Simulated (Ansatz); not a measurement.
## Which is lower?

Two relaxed structures of CH5S (charge +1), singlet (PBE0-D4/def2-TZVP; forces vanish, vibrations not checked).

A:

```xyz
7
angstrom
C -0.4891 -0.4191 -0.3671
S 0.5835 0.1932 0.9490
H -1.4989 -0.4230 0.0439
H -0.1685 -1.4420 -0.5663
H -0.4154 0.2073 -1.2525
H 0.2566 1.5059 0.9352
H 1.7318 0.3776 0.2579
```

B:

C1  (-0.498, -0.497, -0.257)
S2  (0.490, 0.151, 0.831)
H3  (-1.554, -0.342, -0.064)
H4  (-0.146, -1.421, -0.702)
H5  (0.843, -0.172, 2.156)
H6  (0.149, 1.439, 1.088)
H7  (1.761, 0.204, 0.358)
(Å)

Ansatz 0.2.0; basis: def2-TZVPP; cores frozen in the correlated methods. B3LYP uses VWN-RPA correlation.

(1) Which structure is lower at CCSD(T), and by how much? (To be estimated.)

T1 diagnostic: at most 0.014.

Results:

(1) By the calculation: A, by 90.96 kcal/mol (electronic energy, against the other). By their contacts, A is CH₅S ([CH3][SH2]), total charge +1 and B is CH₅S ([CH2][SH3]), total charge +1.

All methods give the same order:

```json
{"method": "PBE-D4", "E(B) − E(A) (kcal/mol)": "83.39"}
{"method": "r2SCAN-D4", "E(B) − E(A) (kcal/mol)": "85.49"}
{"method": "PBE0-D4", "E(B) − E(A) (kcal/mol)": "87.12"}
{"method": "B3LYP-D4", "E(B) − E(A) (kcal/mol)": "87.78"}
{"method": "wB97M-V", "E(B) − E(A) (kcal/mol)": "91.06"}
{"method": "HF", "E(B) − E(A) (kcal/mol)": "98.38"}
{"method": "MP2", "E(B) − E(A) (kcal/mol)": "90.01"}
{"method": "CCSD", "E(B) − E(A) (kcal/mol)": "92.61"}
{"method": "CCSD(T)", "E(B) − E(A) (kcal/mol)": "90.96"}
```

Labels in which every atom is bracketed show which atoms are joined, not bond orders.

For scale, one of the runs: CCSD(T)/def2-TZVPP, 143 basis functions, launched by `ansatz run in.yaml --threads 2 --pin off --events-out ev --progress --plain --max-ram 4352MiB`. Time: 13 s of wall clock on 2 CPU threads of an Arm Neoverse N1; the host was shared. Peak host memory: 0.78 GiB.
